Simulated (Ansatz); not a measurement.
P4⁻. Charge -1, multiplicity 2. Geometry B3LYP-D4/def2-TZVP, that of the neutral singlet.

```xyz
4

P     0.882   -0.110   -1.015
P    -1.153   -0.614   -0.338
P    -0.241    1.304    0.248
P     0.512   -0.581    1.105
```

At PBE-D4/def2-TZVPD, r2SCAN-D4/def2-TZVPD, PBE0-D4/def2-TZVPD the highest occupied level of the charge -1 doublet lies above zero (up to 2.41 eV). By energy differences it is unbound by 0.52 eV (vertical, against the charge 0 singlet, at PBE-D4/def2-TZVPD) and held by the finite basis. The structure comes from a short search, and lower isomers may exist.

Task: Estimate the α-spin orbital energies around the gap (eV) in Ansatz with PBE-D4/def2-TZVPD, r2SCAN-D4/def2-TZVPD, PBE0-D4/def2-TZVPD.

Result: 
| orbital | PBE-D4/def2-TZVPD | r2SCAN-D4/def2-TZVPD | PBE0-D4/def2-TZVPD |
| --- | --- | --- | --- |
| HOMO−5 | -2.88 | -3.14 | -3.91 |
| HOMO−4 | -2.83 | -3.14 | -3.87 |
| HOMO−3 | -2.83 | -3.08 | -3.85 |
| HOMO−2 | -2.04 | -2.29 | -3.01 |
| HOMO−1 | -2.03 | -2.29 | -3.00 |
| HOMO | 2.41 | 2.34 | 1.99 |
| LUMO | 2.54 | 2.78 | 3.21 |
| LUMO+1 | 2.54 | 2.78 | 3.22 |
| LUMO+2 | 2.72 | 2.83 | 3.51 |
| LUMO+3 | 2.73 | 2.85 | 3.52 |
| LUMO+4 | 2.77 | 2.85 | 3.53 |
| LUMO+5 | 4.22 | 4.48 | 4.73 |
| β HOMO | -1.91 | -2.18 | -2.87 |
| β LUMO | 2.61 | 2.90 | 3.29 |
